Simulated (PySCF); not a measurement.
Spin states of Li₂⁺

Unrestricted PBE0; basis Li cc-pVTZ; no relativity; PySCF 2.14. Outer shells of the fragments: Li+ closed shells only; Li 2s1.

Followed along the bond (rough minima from three points):

```tsv
2Ms+1	unpaired	⟨S²⟩ at the start	R at minimum (Å)	Te (eV)
2	σ ↑	0.75	3.10	0.00
```

Solutions found at the starting distance of 2.670 Å, counted from the lowest of them; the search is not exhaustive and high or unbound solutions are not listed, so other states can lie among these:

```json
{"2Ms+1": "2", "unpaired": "σ ↑", "term": "²Σ⁺", "E (eV)": "0.00", "⟨S²⟩": "0.75", "⟨Lz²⟩": "0.00"}
{"2Ms+1": "2", "unpaired": "π ↑", "term": "²Π", "E (eV)": "2.73", "⟨S²⟩": "0.75", "⟨Lz²⟩": "1.00"}
```

A term symbol is given only where ⟨S²⟩ and ⟨Lz²⟩ are close to those of a pure state; real π, δ and φ orbitals otherwise mix terms, and g/u labels are left off.

Counting both spins, an empty level lies below a filled one in some of these solutions, because spin and occupation are held.
